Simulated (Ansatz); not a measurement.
This geometry of CH5B + H2 (9 atoms, charge 0, multiplicity 1) is a first-order saddle point.

All numbers below come from RKS B3LYP-D4/def2-SVP (Ansatz).

```xyz
9
Properties=species:S:1:pos:R:3
B -0.043 -0.315 0.176
C -0.012 -0.011 1.928
H -0.969 -0.150 2.453
H 0.801 -0.463 2.517
H 0.190 1.066 1.862
H 1.052 -0.075 -0.262
H -1.063 0.157 -0.255
H -0.181 -1.592 0.050
H -0.125 -1.190 1.084
```

Question: Which two structures does it join? (They come from a converged band through this point; their orientation in space is the band's.)

Answer: Bonds broken: B1–C2, H8–H9. Bonds formed: B1–H8, C2–H9. CH5B + H2 becomes BH3 + CH4.

Initial state:

```xyz
9
Properties=species:S:1:pos:R:3
B 0.022 0.163 0.401
C 0.046 0.360 1.948
H -0.899 0.132 2.464
H 0.891 -0.117 2.468
H 0.199 1.457 2.063
H 1.047 0.000 -0.219
H -1.005 0.282 -0.224
H -0.297 -2.375 -0.050
H -0.354 -2.474 0.703
```

Final state:

```xyz
9
Properties=species:S:1:pos:R:3
B -0.106 -0.562 -0.538
C 0.016 -0.055 2.355
H -0.973 0.046 2.825
H 0.775 -0.284 3.116
H 0.280 0.880 1.844
H 0.990 -0.085 -0.675
H -1.080 0.145 -0.552
H -0.235 -1.758 -0.464
H -0.017 -0.898 1.643
```

Question: How far does it lie above each of them?

Answer: 0.63 eV above the first and 0.82 eV above the second. This is the barrier of this one path; another mechanism may lie lower. The orbitals stay closed-shell, which can raise the energy where a bond breaks towards radicals; this wasn't checked here.

Run time: 74 s on 1 thread of Arm Neoverse V1 (shared host), peak memory 0.11 GiB.
